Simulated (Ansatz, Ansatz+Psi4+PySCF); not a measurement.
```xyz
6

C    -0.0398    0.6707    0.0000
O    -0.0398   -0.7522    0.0000
H    -1.0856    0.9761    0.0000
H     0.8859   -1.0421    0.0000
H     0.4224    1.0677    0.8511
H     0.4224    1.0677   -0.8511
```

Basis set: cc-pVTZ (spherical functions). Frozen core: 2 orbitals. Charge 0, multiplicity 1.

Computed with Ansatz (development build ahead of 0.2.0); each method stands on the lowest determinant of its kind that the runs found. Restricted open shells among the atoms or ions are ROHF, correlated in semicanonical orbitals with singles.

Give the atomization energy at this shape (free ground-state atoms in the same class of orbitals less the molecule, no zero-point energy) of singlet CH4O by RHF-CCSD(T), RHF-MP2, RHF.

```tsv
method	atomization energy
RHF-CCSD(T)	2084.4 kJ/mol
RHF-MP2	2105.7 kJ/mol
RHF	1562.2 kJ/mol
```
